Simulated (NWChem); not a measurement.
**Total energies of nitric oxide (NO)**

SMILES: [N]=O
```xyz
2

N      0.0000     0.0000     0.6093
O      0.0000     0.0000    -0.5331
```
Charge 0, spin multiplicity 2.

Everything below was run with NWChem. All single points use one geometry, from UPBE0/def2-SVP, a minimum by its harmonic frequencies.

Basis set: cc-pVQZ (110 functions).

```tsv
method	total energy (Ha)	relative cost
UHF	-129.30747	1
UMP2	-129.73263	under 3
UB2PLYP	-129.87838	under 3
UPBE	-129.81988	under 3
UB3LYP	-129.95140	under 3
UBHandHLYP	-129.88273	under 3
```

Total energies of different functionals aren't comparable as a measure of quality: only differences taken within one method are. Costs are rough ratios of processor time within this set of runs, SCF included, with UHF as 1.

The correlated methods keep 2 core orbitals frozen. B3LYP has NWChem's definition, with VWN1-RPA local correlation. The unpaired electrons of the parent sit in orbitals of symmetry b2 (C2v labels of the run); other states weren't searched. No SCF solution was tested for a lower state. Open-shell Hartree-Fock references start from PBE0 orbitals; any time given for them includes that run.
